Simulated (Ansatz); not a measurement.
A made-up structure of CH₄B (charge +1), closed shell:

B1  (-0.078, 0.341, 0.342)
C2  (0.154, -0.671, -0.674)
H3  (0.323, -1.410, -1.415)
H4  (-0.496, -0.142, 1.298)
H5  (0.905, 0.878, 0.602)
H6  (-0.834, 1.121, -0.037)
(Å)

It is relaxed with PBE-D4/def2-SVP and then PBE0-D4/def2-TZVP (Ansatz 0.2.0). Atoms count as bonded within 1.22 times the sum of their covalent radii (H–H: 0.88 Å). The end point is not checked to be a true minimum.

Q: Does its bonding change? (A judgement: the text doesn't fix the answer.)

A: By the calculation: Yes. Formed: C2–H5, C2–H6; broken: B1–H5, B1–H6.

Where it ends: The first stage lowers the energy by 4.43 eV in 20 steps. It ends as CH₄B ([BH][CH3]), total charge +1:
```
6
angstrom
B -0.3487 -0.1045 0.9109
C 0.1703 0.0816 -0.4332
H 0.2285 -0.8863 -0.9591
H -0.7690 -0.2546 1.9996
H 1.1804 0.5235 -0.3952
H -0.4878 0.7556 -1.0073
```

Labels in which every atom is bracketed show which atoms are joined, not bond orders.

For scale, one of the runs: PBE0-D4/def2-TZVP relaxation, 86 basis functions, launched by `ansatz run in.yaml --threads 2 --pin off --events-out ev --progress --plain --max-ram 4352MiB`. The run took about 3.5 s on 2 CPU threads of an Arm Neoverse V1 (shared host).
